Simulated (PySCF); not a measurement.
Breaking a bond: LiH, singlet.

Levels: RHF/6-31G* = restricted Hartree-Fock/6-31G*, spherical d (PySCF 2.14.0); RHF/STO-3G = restricted Hartree-Fock/STO-3G run with PySCF; UHF/STO-3G = unrestricted Hartree-Fock/STO-3G (PySCF).

Energies are in kJ/mol, each relative to the lowest point of its own curve near equilibrium.

```tsv
R / Å	RHF/6-31G*	RHF/STO-3G	UHF/STO-3G
1.20	100.3	72.9	72.9
1.26	68.8	44.3	44.3
1.34	38.4	18.8	18.8
1.45	13.2	2.1	2.1
1.52	4.6	0.0	0.0
1.54	3.1	0.4	0.4
1.60	0.3	3.9	3.9
1.65	0.0	9.2	9.2
1.69	0.8	14.8	14.8
1.75	3.6	25.0	25.0
1.87	13.6	51.0	51.0
2.00	29.0	85.2	85.2
2.13	47.5	123.6	118.7
2.41	92.4	213.3	161.3
2.62	127.3	282.1	179.5
2.88	169.7	364.5	193.4
3.20	218.7	456.7	203.0
3.54	266.2	539.7	208.2
3.88	308.8	606.1	210.9
4.34	358.6	672.6	212.4
4.73	394.3	712.1	213.0
5.58	453.8	763.8	213.3
6.40	490.3	789.6	213.3
```

At the longest distance, 6.40 Å, RHF/STO-3G lies highest above its minimum (789.6 kJ/mol) and UHF/STO-3G lowest (213.3 kJ/mol).

The restricted form behind RHF/6-31G*, RHF/STO-3G keeps the bonding electrons paired and can't separate into open-shell fragments. The unrestricted determinant behind UHF/STO-3G is spin-contaminated at 2.13 to 6.40 Å (<S²> up to 1.0, against 0.00 for a pure singlet).
